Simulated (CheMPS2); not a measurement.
# H2S2 (SMILES SS), step by step

Wanted: a series of 12 runs (DMRG/STO-6G) of H2S2. The setting varied is the bond dimension. 

The calculation is run with CheMPS2 1.8.12.

2 further runs of the same task are left out: 2 set aside as unsound or not needed.

### 1 The molecule

H2S2 has 4 atoms, charge 0, and is taken as a singlet. SMILES: `SS`. The shape is that of a GFN2-xTB optimisation.

Bond lengths: S1–S2 2.046 Å, S1–H3 1.341 Å, S2–H4 1.341 Å. Angles: S1–S2–H4 98.2°, S2–S1–H3 98.1°.

### 2 A single-point energy at DMRG/STO-6G (ground state) (run 2)

File prepare.py:

```python
from pyscf import ao2mo, gto, mcscf, scf
from pyscf.tools import fcidump

geom = """
S      0.766910    -0.797130     0.143430
S      0.033670     1.111880     0.078440
H     -0.206390    -1.349250     0.881770
H     -0.594200     1.034510    -1.103650
"""
mol = gto.M(
    atom=geom,
    basis="sto-6g",
    charge=0,
    verbose=3,
)
print("nao = %d" % (mol.nao))
mf = scf.RHF(mol)
mf.conv_tol = 1e-10
mf.max_cycle = 200
mf.kernel()
if not mf.converged:
    mf = mf.newton().run(mf.mo_coeff, mf.mo_occ)
print("SCF energy = %.10f" % (mf.e_tot))
# FCIDUMP for the DMRG program
cas = mcscf.CASCI(mf, 10, 14)
h1, ecore = cas.get_h1eff()
fcidump.from_integrals("FCIDUMP", h1, cas.get_h2eff(), 10, 14, nuc=ecore, ms=0)
```

File chemps2.input:

```
FCIDUMP = FCIDUMP
GROUP = 0
MULTIPLICITY = 1
NELECTRONS = 14
IRREP = 0
EXCITATION = 0
SWEEP_STATES = 5, 10, 10
SWEEP_ENERGY_CONV = 1e-05, 1e-05, 1e-07
SWEEP_MAX_SWEEPS = 3, 4, 6
SWEEP_NOISE_PREFAC = 0.05, 0.005, 0.0
SWEEP_DVDSON_RTOL = 1e-04, 1e-04, 1e-05
NOCC = 0
NACT = 10
NVIR = 0
MOLCAS_FIEDLER = TRUE
PRINT_CORR = TRUE
TMP_FOLDER = .
```

Launch:

```bash
$ python prepare.py && chemps2 --file=chemps2.input
```

Standard output:

```text
$ python prepare.py
nao = 20
converged SCF energy = -793.481148317288
SCF energy = -793.4811483173

$ chemps2 --file=chemps2.input

Running chemps2 version 1.8.12 () with the following options:

   FCIDUMP            = FCIDUMP
   GROUP              = c1
   MULTIPLICITY       = 1
   NELECTRONS         = 14
   IRREP              = A
   EXCITATION         = 0
   SWEEP_STATES       = [ 5 ; 10 ; 10 ]
   SWEEP_ENERGY_CONV  = [ 1e-05 ; 1e-05 ; 1e-07 ]
   SWEEP_MAX_SWEEPS   = [ 3 ; 4 ; 6 ]
   SWEEP_NOISE_PREFAC = [ 0.05 ; 0.005 ; 0 ]
   SWEEP_DVDSON_RTOL  = [ 0.0001 ; 0.0001 ; 1e-05 ]
   NOCC               = [ 0 ]
   NACT               = [ 10 ]
   NVIR               = [ 0 ]
   MOLCAS_2RDM        =
   MOLCAS_3RDM        =
   MOLCAS_F4RDM       =
   MOLCAS_FOCK        =
   MOLCAS_FIEDLER     = TRUE
   MOLCAS_MPS         = FALSE
   MOLCAS_STATE_AVG   = FALSE
   PRINT_CORR         = TRUE
   TMP_FOLDER         = .

CheMPS2::Hamiltonian : Reading FCIDUMP file FCIDUMP
CheMPS2::Hamiltonian : Finished reading FCIDUMP file FCIDUMP
   EdmistonRuedenberg::FiedlerGlobal : Cost function at start = 70.4438353781779
   EdmistonRuedenberg::FiedlerGlobal : Cost function at end   = 47.7666616360288
   EdmistonRuedenberg::FiedlerGlobal : Reordering = [ 7, 4, 6, 5, 0, 1, 3, 2, 9, 8 ].

   CheMPS2: a spin-adapted implementation of DMRG for ab initio quantum chemistry

   Stats: nIt(DAVIDSON) = 13
Energy at sites (8, 9) is -792.306313960715
   Stats: nIt(DAVIDSON) = 7
Energy at sites (7, 8) is -792.401514350213
   Stats: nIt(DAVIDSON) = 9
Energy at sites (6, 7) is -792.540083497015
   Stats: nIt(DAVIDSON) = 12
Energy at sites (5, 6) is -792.544216577078
   Stats: nIt(DAVIDSON) = 12
Energy at sites (4, 5) is -792.929081527038
   Stats: nIt(DAVIDSON) = 9
Energy at sites (3, 4) is -793.029687373695
   Stats: nIt(DAVIDSON) = 10
Energy at sites (2, 3) is -793.449637908027
   Stats: nIt(DAVIDSON) = 6
Energy at sites (1, 2) is -793.470868419909
******************************************************************
***  Information on left sweep 0 of instruction 0:
***     Elapsed wall time        = 0.347965 seconds
***     Minimum energy           = -793.470868419909
***     Maximum discarded weight = 0
******************************************************************
   Stats: nIt(DAVIDSON) = 3
Energy at sites (0, 1) is -793.470644093956
   Stats: nIt(DAVIDSON) = 5
Energy at sites (1, 2) is -793.470868421995
   Stats: nIt(DAVIDSON) = 5
Energy at sites (2, 3) is -793.471050170984
   Stats: nIt(DAVIDSON) = 4
Energy at sites (3, 4) is -793.471338379955
   Stats: nIt(DAVIDSON) = 5
Energy at sites (4, 5) is -793.476500695903
   Stats: nIt(DAVIDSON) = 7
Energy at sites (5, 6) is -793.521992861378
   Stats: nIt(DAVIDSON) = 5
Energy at sites (6, 7) is -793.532505592951
   Stats: nIt(DAVIDSON) = 4
Energy at sites (7, 8) is -793.532520060666
******************************************************************
***  Information on right sweep 0 of instruction 0:
***     Elapsed wall time        = 0.114098 seconds
***     Minimum energy           = -793.532520060666
***     Maximum discarded weight = 0.000781673508379669
***     Energy difference with respect to previous leftright sweep = 793.532520060666
******************************************************************
[... 8 site updates ...]
******************************************************************
***  Information on left sweep 1 of instruction 0:
***     Elapsed wall time        = 0.047174 seconds
***     Minimum energy           = -793.533069477038
***     Maximum discarded weight = 0.000229828861499472
******************************************************************
[... 8 site updates ...]
******************************************************************
***  Information on right sweep 1 of instruction 0:
***     Elapsed wall time        = 0.042706 seconds
***     Minimum energy           = -793.533376091872
***     Maximum discarded weight = 0.000237149631099
***     Energy difference with respect to previous leftright sweep = 0.000563138503025584
******************************************************************
[... 8 site updates ...]
******************************************************************
***  Information on left sweep 2 of instruction 0:
***     Elapsed wall time        = 0.042997 seconds
***     Minimum energy           = -793.533389565698
***     Maximum discarded weight = 0.000236361696839585
******************************************************************
[... 8 site updates ...]
******************************************************************
***  Information on right sweep 2 of instruction 0:
***     Elapsed wall time        = 0.046898 seconds
***     Minimum energy           = -793.533393839185
***     Maximum discarded weight = 0.000236707679466636
***     Energy difference with respect to previous leftright sweep = 6.05038167122984e-06
******************************************************************
***  Information on completed instruction 0:
***     The reduced virtual dimension DSU(2)               = 5
***     The total number of reduced MPS variables          = 99
***     Minimum energy encountered during all instructions = -793.533393839185
***     Minimum energy encountered during the last sweep   = -793.533393839185
***     Maximum discarded weight during the last sweep     = 0.000236707679466636
******************************************************************
[... 8 site updates ...]
******************************************************************
***  Information on left sweep 0 of instruction 1:
***     Elapsed wall time        = 0.057603 seconds
***     Minimum energy           = -793.533817771861
***     Maximum discarded weight = 1.21717104347536e-05
******************************************************************
[... 8 site updates ...]
******************************************************************
***  Information on right sweep 0 of instruction 1:
***     Elapsed wall time        = 0.074671 seconds
***     Minimum energy           = -793.539471798097
***     Maximum discarded weight = 7.45144254589562e-05
***     Energy difference with respect to previous leftright sweep = 0.00620775280469843
******************************************************************
[... 8 site updates ...]
******************************************************************
***  Information on left sweep 1 of instruction 1:
***     Elapsed wall time        = 0.075508 seconds
***     Minimum energy           = -793.545321338238
***     Maximum discarded weight = 0.000268742875091968
******************************************************************
[... 8 site updates ...]
******************************************************************
***  Information on right sweep 1 of instruction 1:
***     Elapsed wall time        = 0.073488 seconds
***     Minimum energy           = -793.546226615996
***     Maximum discarded weight = 0.000327422630955645
***     Energy difference with respect to previous leftright sweep = 0.00648076284278432
******************************************************************
[... 8 site updates ...]
******************************************************************
***  Information on left sweep 2 of instruction 1:
***     Elapsed wall time        = 0.072529 seconds
***     Minimum energy           = -793.546272915378
***     Maximum discarded weight = 0.000327541425365632
******************************************************************
[... 8 site updates ...]
******************************************************************
***  Information on right sweep 2 of instruction 1:
***     Elapsed wall time        = 0.07167 seconds
***     Minimum energy           = -793.546276432972
***     Maximum discarded weight = 0.000327115036564001
***     Energy difference with respect to previous leftright sweep = 3.86253395845415e-06
******************************************************************
***  Information on completed instruction 1:
***     The reduced virtual dimension DSU(2)               = 10
***     The total number of reduced MPS variables          = 375
***     Minimum energy encountered during all instructions = -793.546276432972
***     Minimum energy encountered during the last sweep   = -793.546276432972
***     Maximum discarded weight during the last sweep     = 0.000327115036564001
******************************************************************
[... 8 site updates ...]
******************************************************************
***  Information on left sweep 0 of instruction 2:
***     Elapsed wall time        = 0.088236 seconds
***     Minimum energy           = -793.546276436569
***     Maximum discarded weight = 0.000327126549609161
******************************************************************
[... 8 site updates ...]
******************************************************************
***  Information on right sweep 0 of instruction 2:
***     Elapsed wall time        = 0.088761 seconds
***     Minimum energy           = -793.546276466956
***     Maximum discarded weight = 0.000327150873356
***     Energy difference with respect to previous leftright sweep = 4.49281287728809e-08
******************************************************************
***  Information on completed instruction 2:
***     The reduced virtual dimension DSU(2)               = 10
***     The total number of reduced MPS variables          = 375
***     Minimum energy encountered during all instructions = -793.546276466956
***     Minimum energy encountered during the last sweep   = -793.546276466956
***     Maximum discarded weight during the last sweep     = 0.000327150873356
******************************************************************
********************************************
***  2-RDM and Correlations calculation  ***
********************************************
   N(N-1)                     = 182
   Double trace of DMRG 2-RDM = 182
   Econst + 0.5 * trace(2DM-A * Ham) = -793.545781582804
   NOON of irrep A = [ 1.99837370227594 , 1.99832090164613 , 1.99773619306186 , 1.99765933727925 , 1.97149637507208 , 1.97082501983389 , 1.9612110474665 , 0.0433082743639487 , 0.0306579603699788 , 0.03041118863043 ].
   Single-orbital entropies (Hamiltonian index order is used!) = [ 0.0324281928307911 , 0.0511759997875468 , 0.135481327613546 , 0.0963758898832467 , 0.110911836606993 , 0.0603990156495289 , 0.0304066500737978 , 0.121475954740991 , 0.137290343176332 , 0.136918390974095 ].
   Idistance(0) = 0.850454002364525
   Idistance(1) = 2.1571772181871
   Idistance(2) = 8.43336354755139
***************************************************
***  Timing information 2-RDM and Correlations  ***
***************************************************
***     Elapsed wall time        = 0.04041 seconds
***************************************************
--------------------------------------------------------
Spin correlation function = 4 * ( < S_i^z S_j^z > - < S_i^z > * < S_j^z > )
Hamiltonian index order is used!

   Columns 1 to 8

    0.003698   -0.000825   -0.000861   -0.000380   -0.001210   -0.000249   -0.000002   -0.000064
   -0.000825    0.006101   -0.002246   -0.001301   -0.000990   -0.000371   -0.000266    0.000106
   -0.000861   -0.002246    0.017774   -0.006991   -0.003558   -0.002076   -0.001554   -0.000005
   -0.000380   -0.001301   -0.006991    0.012004   -0.000238   -0.001670   -0.000897   -0.000004
   -0.001210   -0.000990   -0.003558   -0.000238    0.009265   -0.002165   -0.000006   -0.001223
   -0.000249   -0.000371   -0.002076   -0.001670   -0.002165    0.007033   -0.000001   -0.000079
   -0.000002   -0.000266   -0.001554   -0.000897   -0.000006   -0.000001    0.002842   -0.000077
   -0.000064    0.000106   -0.000005   -0.000004   -0.001223   -0.000079   -0.000077    0.003318
   -0.000096   -0.000137   -0.000141   -0.000272    0.000057   -0.000229   -0.000083   -0.000858
   -0.000011   -0.000072   -0.000343   -0.000252    0.000068   -0.000194    0.000044   -0.001115

   Columns 9 to 10

   -0.000096   -0.000011
   -0.000137   -0.000072
   -0.000141   -0.000343
   -0.000272   -0.000252
    0.000057    0.000068
   -0.000229   -0.000194
   -0.000083    0.000044
   -0.000858   -0.001115
    0.015907   -0.014148
   -0.014148    0.016022

--------------------------------------------------------
Spin-flip correlation function = < S_i^+ S_j^- > + < S_i^- S_j^+ >
Hamiltonian index order is used!

   Columns 1 to 8

    0.003698   -0.000825   -0.000861   -0.000380   -0.001210   -0.000249   -0.000002   -0.000064
   -0.000825    0.006101   -0.002246   -0.001301   -0.000990   -0.000371   -0.000266    0.000106
   -0.000861   -0.002246    0.017774   -0.006991   -0.003558   -0.002076   -0.001554   -0.000005
   -0.000380   -0.001301   -0.006991    0.012004   -0.000238   -0.001670   -0.000897   -0.000004
   -0.001210   -0.000990   -0.003558   -0.000238    0.009265   -0.002165   -0.000006   -0.001223
   -0.000249   -0.000371   -0.002076   -0.001670   -0.002165    0.007033   -0.000001   -0.000079
   -0.000002   -0.000266   -0.001554   -0.000897   -0.000006   -0.000001    0.002842   -0.000077
   -0.000064    0.000106   -0.000005   -0.000004   -0.001223   -0.000079   -0.000077    0.003318
   -0.000096   -0.000137   -0.000141   -0.000272    0.000057   -0.000229   -0.000083   -0.000858
   -0.000011   -0.000072   -0.000343   -0.000252    0.000068   -0.000194    0.000044   -0.001115

   Columns 9 to 10

   -0.000096   -0.000011
   -0.000137   -0.000072
   -0.000141   -0.000343
   -0.000272   -0.000252
    0.000057    0.000068
   -0.000229   -0.000194
   -0.000083    0.000044
   -0.000858   -0.001115
    0.015907   -0.014148
   -0.014148    0.016022

--------------------------------------------------------
Density correlation function = < n_i n_j > - < n_i > * < n_j >
Hamiltonian index order is used!

   Columns 1 to 8

    0.006298    0.000818    0.000819    0.000362    0.001132    0.000205   -0.000020   -0.004636
    0.000818    0.011120    0.002117    0.001151    0.000911    0.000309    0.000230   -0.002492
    0.000819    0.002117    0.038881    0.006736    0.003657    0.001935    0.001498   -0.011939
    0.000362    0.001151    0.006736    0.025499    0.000506    0.001580    0.000823   -0.000834
    0.001132    0.000911    0.003657    0.000506    0.045039    0.002223   -0.000029   -0.049593
    0.000205    0.000309    0.001935    0.001580    0.002223    0.014428   -0.000047   -0.010903
   -0.000020    0.000230    0.001498    0.000823   -0.000029   -0.000047    0.007420   -0.002302
   -0.004636   -0.002492   -0.011939   -0.000834   -0.049593   -0.010903   -0.002302    0.080410
   -0.002858   -0.006742   -0.021733   -0.018242   -0.001946   -0.004731   -0.003955    0.001129
   -0.002121   -0.007421   -0.021971   -0.017581   -0.001899   -0.004999   -0.003618    0.001159

   Columns 9 to 10

   -0.002858   -0.002121
   -0.006742   -0.007421
   -0.021733   -0.021971
   -0.018242   -0.017581
   -0.001946   -0.001899
   -0.004731   -0.004999
   -0.003955   -0.003618
    0.001129    0.001159
    0.045403    0.013676
    0.013676    0.044774

--------------------------------------------------------
Singlet diradical correlation function = < d_i,up d_j,down > + < d_i,down d_j,up > - < d_i,up > * < d_j,down > - < d_i,down > * < d_j,up >
Hamiltonian index order is used!

   Columns 1 to 8

   -0.000007    0.000829    0.000858    0.000386    0.001203    0.000238   -0.000003    0.000480
    0.000829   -0.000019    0.002193    0.001266    0.000977    0.000355    0.000257    0.000518
    0.000858    0.002193   -0.000158    0.006891    0.003688    0.002041    0.001531    0.000214
    0.000386    0.001266    0.006891   -0.000072    0.000389    0.001653    0.000881    0.000220
    0.001203    0.000977    0.003688    0.000389   -0.000043    0.002263    0.000003    0.001919
    0.000238    0.000355    0.002041    0.001653    0.002263   -0.000025   -0.000008    0.000291
   -0.000003    0.000257    0.001531    0.000881    0.000003   -0.000008   -0.000004    0.000080
    0.000480    0.000518    0.000214    0.000220    0.001919    0.000291    0.000080   -0.000006
    0.001017    0.001708    0.005566    0.004713    0.000692    0.001199    0.000819    0.001208
    0.000634    0.002226    0.005429    0.004902    0.000739    0.001180    0.000737    0.001351

   Columns 9 to 10

    0.001017    0.000634
    0.001708    0.002226
    0.005566    0.005429
    0.004713    0.004902
    0.000692    0.000739
    0.001199    0.001180
    0.000819    0.000737
    0.001208    0.001351
   -0.000127    0.014026
    0.014026   -0.000128

--------------------------------------------------------
Two-orbital mutual information = 0.5 * ( s1(i) + s1(j) - s2(i,j) ) * ( 1 - delta(i,j) )
Hamiltonian index order is used!

   Columns 1 to 8

    0           0.002214    0.003229    0.000944    0.004664    0.002653    0.000550    0.005254
    0.002214    0           0.005644    0.007690    0.002314    0.001323    0.002580    0.003989
    0.003229    0.005644    0           0.018360    0.010934    0.008657    0.004392    0.008474
    0.000944    0.007690    0.018360    0           0.000631    0.003767    0.004292    0.001099
    0.004664    0.002314    0.010934    0.000631    0           0.010584    0.000946    0.063826
    0.002653    0.001323    0.008657    0.003767    0.010584    0           0.000946    0.010928
    0.000550    0.002580    0.004392    0.004292    0.000946    0.000946    0           0.003660
    0.005254    0.003989    0.008474    0.001099    0.063826    0.010928    0.003660    0
    0.003929    0.009354    0.033574    0.029887    0.001566    0.005243    0.005395    0.003054
    0.002563    0.011601    0.032904    0.029563    0.001775    0.006052    0.004787    0.003052

   Columns 9 to 10

    0.003929    0.002563
    0.009354    0.011601
    0.033574    0.032904
    0.029887    0.029563
    0.001566    0.001775
    0.005243    0.006052
    0.005395    0.004787
    0.003054    0.003052
    0           0.046384
    0.046384    0

--------------------------------------------------------
```

Wall time 2 s (1 thread of Arm Neoverse V2, shared host); peak memory 0.1 GiB.

(Part 1 of 3 ends here.)
